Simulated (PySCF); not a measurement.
SMILES O=[O+][O-] (charge -1), doublet at its B3LYP/def2-SVP optimised geometry (Å):

```
3

O      0.9655    -0.6064     0.0000
O     -0.3808    -0.6064     0.0000
O     -0.9655     0.6064     0.0000
```

Computed with PySCF 2.14.0 with unrestricted B3LYP/def2-TZVPD.

Map of the spin density (e/bohr³) on the plane z = 0.6 Å:

```
|                             |
|                             |
|                             |
|                             |
|                             |
|                             |
|                             |
|                             |
|                             |
|        .::.                 |
|       .-==:.                |
|       .=**-.                |
|       .-+=:                 |
|        ...                  |
|                  ..         |
|           .::   .:::.       |
|          .=#+:  :++-.       |
|          :*@#:  :*#=.       |
|          :=*+:  .==-.       |
|          .:::    .:.        |
|            .                |
|                             |
|                             |
|                             |
|                             |
|                             |
|                             |
|                             |
|                             |
```
Scale: ten equal steps from -0.001 (start of ' ') to 0.058 (end of '@'), in the order ' .:-=+*#%@'; x runs from -3.00 to 3.00, y from -3.00 (bottom) to 3.00 (top).
